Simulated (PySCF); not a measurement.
Compound: aluminum diatomic, Al₂ (triplet state).
Structure used (PBE0-D3(BJ)/def2-SVP), in Å, numbered top down from 1:
```xyz
2
Al2 angstrom
Al     1.2438   -0.0064   -0.0049
Al    -1.2383    0.0089   -0.0234
```

Jobs on this species (2 atoms, 26 electrons) with PySCF (density fitting). Hardware of each: one thread, x86-64 server, no GPU, shared host. The host was shared with other jobs, so the times are rough.

| level and settings | work | basis functions | SCF cycles | wall time |
| --- | --- | --- | --- | --- |
| UKS BHandHLYP, IGLO-III on Al, non-relativistic, mean-field spin-orbit, GIAO | unrestricted SCF, stability check, g, hyperfine, zero-field splitting | 88 | ? | ? |
| UKS CAM-B3LYP, IGLO-III on Al, non-relativistic, mean-field spin-orbit, GIAO | unrestricted SCF, stability check, g, hyperfine, zero-field splitting | 88 | ? | ? |
| PBE0-D3(BJ)/def2-SVP, grid level 1 | geometry optimisation from a GFN2-xTB start | 36 | ? | ? |
| UKS HF, IGLO-III on Al, non-relativistic, mean-field spin-orbit, GIAO | unrestricted SCF, stability check, g, hyperfine, zero-field splitting | 88 | 50 | 8.6 s |
| UKS PBE0, IGLO-III on Al, non-relativistic, mean-field spin-orbit, GIAO | unrestricted SCF, stability check, g, hyperfine, zero-field splitting | 88 | 10 | 9.3 s |
| UKS PBE, IGLO-III on Al, non-relativistic, mean-field spin-orbit, GIAO | unrestricted SCF, stability check, g, hyperfine, zero-field splitting | 88 | 10 | 4.5 s |
| UKS B3LYP, IGLO-III on Al, non-relativistic, mean-field spin-orbit, GIAO | unrestricted SCF, stability check, g, hyperfine, zero-field splitting | 88 | 28 | 12 s |

Problem. Fill in the missing figures.

Solution. 
- UKS BHandHLYP, IGLO-III on Al, non-relativistic, mean-field spin-orbit, GIAO; unrestricted SCF, stability check, g, hyperfine, zero-field splitting: 18 s, 30 SCF cycles
- UKS CAM-B3LYP, IGLO-III on Al, non-relativistic, mean-field spin-orbit, GIAO; unrestricted SCF, stability check, g, hyperfine, zero-field splitting: 18 s, 31 SCF cycles
- PBE0-D3(BJ)/def2-SVP, grid level 1; geometry optimisation from a GFN2-xTB start: 2.6 s, 16 SCF cycles

Problem. What do all jobs in the table cost together?

Solution. About 73 s; the longest takes about 25 % of that, and about 6.9 times as long as the shortest.
